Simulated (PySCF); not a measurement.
# C4H5F: electronic excitations and core binding energies

Aim: predict the electronic excitations and core binding energies of C4H5F (`FC=C1CC1`).

The runs use PySCF 2.14.0, with density-fitted response routines of our own; the level of theory stands in each step. All values are computed, except where a source is named. Atoms are numbered from 0 throughout.

**1. The molecule as given**

10 atoms, charge 0, multiplicity 1; geometry from: GFN2-xTB.

Bonds of the start (Å): F0–C1 1.35, C1–C2 1.30, C2–C3 1.46, C3–C4 1.51, C4–C2 1.47, C1–H5 1.08, C3–H6 1.08, C3–H7 1.08, C4–H8 1.08, C4–H9 1.08.

**2. Excited states and response: wB97X-D/def2-SVPD**

The job: settings as JSON, then the geometry in Å.

```
{"job": {"kind": "uv", "xc": "wB97X-D", "basis": "def2-SVPD", "nstates": 8, "ntriplets": 3}, "charge": 0, "multiplicity": 1}
F      2.484022     0.729461     0.407182
C      1.628515    -0.235693    -0.003781
C      0.335960    -0.059017    -0.006931
C     -0.992200    -0.608252    -0.286286
C     -0.826111     0.794821     0.253809
H      2.152254    -1.128198    -0.313951
H     -1.378801    -1.373691     0.371326
H     -1.288074    -0.734656    -1.317942
H     -1.008324     1.630096    -0.407115
H     -1.098358     0.989782     1.281161
```

Level: TDDFT wB97X-D/def2-SVPD, vertical, gas phase, core orbitals frozen in the response.

Run with:

```
OMP_NUM_THREADS=1 python probes_run.py task.json out
```

The driver reads the jobs from task.json and runs them one after another.

**Question.** This job is followed by: delta-SCF UKS SCAN, pcX-2 on the ionised atom, pcseg-1 elsewhere, spin-free X2C. Predict these results of the whole session: lowest singlet (wB97X-D/def2-SVPD); brightest single state of those computed; lowest triplet; C1s binding energies, SCAN/pcX-2; F1s binding energies, SCAN/pcX-2.

The runs gave:

| quantity | value |
| --- | --- |
| lowest singlet (wB97X-D/def2-SVPD) | 7.27 eV (171 nm), f = 0.012 |
| brightest single state of those computed | state 2, 7.39 eV, f = 0.405 |
| lowest triplet | 4.57 eV |
| C1s binding energies, SCAN/pcX-2 | C1 292.57, C3 291.16, C4 291.11, C2 290.64 eV |
| F1s binding energies, SCAN/pcX-2 | F0 692.53 eV |

**Reading.** The lowest singlet, at 7.27 eV, is HOMO→LUMO+1 0.70, HOMO→LUMO+3 0.15 and is weak; of the 8 states computed, the strongest absorption comes from state 2 at 7.39 eV. The lowest triplet lies 2.70 eV below the lowest singlet (triplets in Tamm-Dancoff, singlets in full TDDFT). C1 (alkene CH) binds its C1s electron 1.93 eV more tightly than C2 (fully substituted alkene carbon).
